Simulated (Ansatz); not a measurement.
**CH₂Si (triplet): wave-function methods side by side, cc-pVTZ**

Aim: climb from Hartree-Fock through coupled cluster and multireference methods for CH₂Si (triplet) at one geometry and basis, and see what each rung misses.

Program: Ansatz 0.2.0, Gaussian basis. Level of theory: cc-pVTZ, core rule «outside noble gas», up to 6 orbitals frozen. These are calculated values, not measurements.

Plan: UHF; CCSD(T) on ROHF; CCSD(T) on UHF; BCCD(T) on ROHF; CCSDT(Q) on ROHF; CCSDT(Q) on UHF; CASSCF and MRCISD+Q, 10 electrons in 10 orbitals; CASSCF and NEVPT2, 10 electrons in 10 orbitals.

4 further runs of the same task are left out: 4 set aside as unsound or not needed.

## Step 1: What is computed

The geometry is a PBE0/def2-TZVP stationary point (not a proven minimum).

4 atoms, charge 0, spin multiplicity 3.

Atoms are counted from 1 here; the program's logs count them from 0.

Bond lengths: Si1–C2 1.865 Å, C2–H3 1.091 Å, C2–H4 1.091 Å. Angles: Si1–C2–H3 123.8°, Si1–C2–H4 123.8°, H3–C2–H4 112.4°.

Geometry (Å):

```xyz
4
CH2Si
Si    0.0000    0.0000    0.6502
C     0.0000    0.0000   -1.2146
H     0.0000   -0.9068   -1.8218
H     0.0000    0.9068   -1.8218
```

## Step 2: UHF

in.yaml

```yaml
crystal:
  periodic: [false, false, false]
  atoms:
    - {symbol: Si, position_ang: [0.000000, 0.000000, 0.650177]}
    - {symbol: C, position_ang: [0.000000, 0.000000, -1.214577]}
    - {symbol: H, position_ang: [0.000000, -0.906814, -1.821841]}
    - {symbol: H, position_ang: [0.000000, 0.906814, -1.821841]}
basis:
  gaussian: {orbitals: cc-pVTZ}
magnetization: {spin_polarized: true, initial_magnetization: 2}
hamiltonian: {xc: hf}
output: {orbitals: {seedname: orbitals}}
```

Started as:

```console
$ ansatz run in.yaml --threads 1 --pin off --events-out ev --progress --plain --max-ram 4096MiB --backend cpu
```

After this run come: CCSD(T) on ROHF; CCSD(T) on UHF; BCCD(T) on ROHF; CCSDT(Q) on ROHF; CCSDT(Q) on UHF; CASSCF and MRCISD+Q, 10 electrons in 10 orbitals; CASSCF and NEVPT2, 10 electrons in 10 orbitals.

Before running them: what should the planned runs give, taken together? Wanted: UCCSDT(Q) below the RHF energy; RMP2 from UCCSDT(Q); UMP2 from UCCSDT(Q); RCCSD from UCCSDT(Q); RCCSD(T) from UCCSDT(Q); UCCSD(T) from UCCSDT(Q); RCCSDT(Q) from UCCSDT(Q); NEVPT2 valence from UCCSDT(Q); MRCISD+Q valence from UCCSDT(Q).

**Answer**, as computed:

```
                         quantity                      value
   UCCSDT(Q) below the RHF energy                 -7.3761 eV
              RMP2 from UCCSDT(Q)              +113.4 kJ/mol
              UMP2 from UCCSDT(Q)              +118.5 kJ/mol
             RCCSD from UCCSDT(Q)               +30.6 kJ/mol
          RCCSD(T) from UCCSDT(Q)                +4.4 kJ/mol
          UCCSD(T) from UCCSDT(Q)                +4.4 kJ/mol
         RCCSDT(Q) from UCCSDT(Q)                +0.2 kJ/mol
    NEVPT2 valence from UCCSDT(Q)              +117.5 kJ/mol
  MRCISD+Q valence from UCCSDT(Q)                +6.6 kJ/mol
levels within 1 kcal/mol (43 meV)  RCCSDT, UCCSDT, RCCSDT(Q)
                    T1 diagnostic                      0.021
   effectively unpaired electrons                       2.04
```

In words: RCCSD(T) misses by +4.4 kJ/mol, 0.6 % of the correlation energy. One determinant dominates. Of the multireference levels listed MRCISD+Q valence comes nearest in total energy (+6.6 kJ/mol), which doesn't show that its space is the better one. These misses are within one basis, not against nature; the frozen cores of restricted and unrestricted runs differ, which can shift their rows.
